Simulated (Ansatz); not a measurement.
**H$_{2}$O⁺, doublet: stretch scan**

Starting geometry (PBE0/def2-TZVP stationary point for this spin, not checked as a minimum):

```xyz
3

O     0.0000   -0.0646    0.0000
H     0.0000    0.5128   -0.8211
H     0.0000    0.5128    0.8211
```

From there H2 moves along the line of the two atoms named below, all else staying in place; atoms are numbered as listed. Energies are in kcal/mol, counted from the starting geometry at the same level. Kohn–Sham curves are unrestricted where that lies lower.

Basis cc-pVDZ; Ansatz 0.2.0. Only valence electrons are correlated (noble-gas cores frozen).

Unrestricted Kohn–Sham rows aren't spin-pure: their determinants' ⟨S²⟩ exceeds S(S+1) by up to 0.70, so they mix in states of higher spin.

In so small a basis the reference is far from its limit while semilocal and hybrid functionals are nearer theirs (RPA and double hybrids share much of the reference's basis error), so the functionals' errors here hold much of the reference's basis and frozen-core error, which can add to them or hide them.

Full CI is exact within this basis and frozen core; it isn't the basis-set limit.

```
distance O1-H2 (Å)  full CI   PBE  r2SCAN  B97M-V   PBE0  B3LYP  CAM-B3LYP  wB97M-V  B2PLYP  RPA-PBE
             0.804     32.3  34.3    32.2    31.1   32.0   32.7       32.7     32.1    31.9     33.6
             0.891      8.4   9.7     8.5     8.0    8.4    8.8        8.8      8.4     8.3      9.1
             1.004      0.0   0.0     0.0     0.0    0.0    0.0        0.0      0.0     0.0      0.0
             1.099      3.2   2.0     2.9     3.3    3.1    2.7        2.8      3.0     3.2      2.7
             1.214     13.0  10.2    12.2    12.8   12.7   11.7       12.0     12.4    12.7     11.8
             1.402     33.2  28.2    31.7    32.5   32.7   30.9       31.7     32.2    32.7     31.0
             1.617     55.7  48.3    52.9    53.9   54.6   52.1       53.6     54.1    55.2     51.7
             1.831     74.4  64.2    68.8    70.3   71.6   68.6       71.1     71.8    73.8     67.7
             2.259    100.7  81.5    86.9    87.8   90.5   87.5       92.2     92.9    95.9     82.8
             2.678    115.0  88.3    94.6    94.4   98.9   95.8      102.7    103.6   106.4     84.6
             3.484    123.1  90.9    97.9    96.9  103.9  100.5      110.8    112.9   114.0     77.0
```

Problem. Judged by the spread of the error over the points with a reference (largest less smallest), which of these follows full CI best and which worst?

Solution. Subtracting the full CI column from each: best B2PLYP (errors from -9.1 to 0.0, spread 9.1 kcal/mol), worst RPA-PBE (from -46.1 to 1.2, spread 47.3 kcal/mol). Functionals and wave-function methods converge differently with the basis, so part of this is basis effect.

wB97M-V at 3.484 Å lies 10.2 kcal/mol (8 %) below the reference in this basis. PBE at 3.484 Å lies 32.2 kcal/mol (26 %) below the reference in this basis. B2PLYP at 3.484 Å lies 9.1 kcal/mol (7 %) below the reference in this basis. PBE0 at 3.484 Å lies 19.2 kcal/mol (16 %) below the reference in this basis.
